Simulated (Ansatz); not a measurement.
A nudged elastic band was laid between two geometries of C4H6 (10 atoms, charge 0, multiplicity 1).

Computed with RHF/def2-SVP (Ansatz 0.2.0).

```json
{
 "movable images": "9",
 "climbing image": "yes",
 "spring": "5.0 eV/Å²",
 "optimiser": "quadratic models (default)",
 "start path": "through a guess of the saddle point",
 "force threshold": "0.05 eV/Å",
 "iteration limit": "60",
 "end points": "relaxed"
}
```

First end point:

```xyz
10
Properties=species:S:1:pos:R:3
C -1.242 0.820 -1.073
C -0.561 0.459 0.007
C 0.577 -0.469 -0.006
C 1.259 -0.830 1.073
H -0.992 0.440 -2.056
H -2.075 1.509 -1.012
H -0.843 0.863 0.974
H 0.859 -0.873 -0.973
H 1.010 -0.451 2.057
H 2.091 -1.519 1.011
```

Last end point:

```xyz
10
Properties=species:S:1:pos:R:3
C -1.096 0.733 -0.976
C -0.550 0.196 0.101
C 0.705 -0.635 0.101
C 1.797 -0.322 1.039
H -0.666 0.599 -1.963
H -1.996 1.331 -0.913
H -1.013 0.362 1.071
H 1.061 -0.837 -0.911
H 1.346 0.162 1.920
H 0.494 -1.639 0.534
```

(1) Which bonds break or form, and what moves?

(2) What energy profile does the band end with?

(3) What is the geometry of the highest image?

(4) What are the harmonic wavenumbers there?

## Answers

(1) Bonds broken: C4–H10. Bonds formed: C3–H10.

(2) The forces met the threshold. The highest image is number 6 of 0 to 10, 3.47 eV above the first end and 0.20 eV above the last; the last end lies 3.27 eV above the first. A vibrational analysis at the climbing image gives one clearly imaginary mode, 877i cm⁻¹: a first-order saddle point. The orbitals stay closed-shell, which can raise the energy where a bond breaks towards radicals; this wasn't checked here.

```csv
image,path coordinate (Å),energy (eV),C4–H10 (Å),C3–H10 (Å)
0,0.00,0.00,1.08,2.10
1,0.31,0.06,1.08,2.09
2,0.62,0.30,1.08,2.04
3,0.93,0.87,1.07,1.94
4,1.24,1.87,1.08,1.76
5,1.56,3.02,1.15,1.53
6,1.87,3.47,1.33,1.28
7,2.15,3.37,1.61,1.16
8,2.44,3.29,1.85,1.12
9,2.72,3.27,1.90,1.12
10,3.01,3.27,1.92,1.11
```

(3) 
```xyz
10
Properties=species:S:1:pos:R:3:forces:R:3
C -1.172 0.689 -1.020 0.00 0.00 0.01
C -0.494 0.387 0.076 0.01 0.00 0.00
C 0.776 -0.385 0.056 -0.01 0.00 0.00
C 1.649 -0.620 1.115 0.00 0.00 0.00
H -0.840 0.369 -2.001 0.00 0.00 0.00
H -2.081 1.275 -0.980 0.00 0.00 0.00
H -0.845 0.720 1.047 0.00 0.00 0.00
H 1.098 -0.681 -0.943 0.00 0.00 0.00
H 1.165 -0.273 2.037 0.00 0.00 0.00
H 0.826 -1.533 0.616 0.00 0.00 0.00
```

(4) 877i, 140, 337, 542, 592, 860, 967, 1092, 1122, 1145, 1219, 1314, 1356, 1404, 1471, 1514, 1610, 1857, 2297, 3179, 3265, 3304, 3330, 3405 cm⁻¹.

Run time: 4.5 min on 1 thread of Intel(R) Xeon(R) Processor @ 2.70GHz (shared host), peak memory 0.16 GiB.
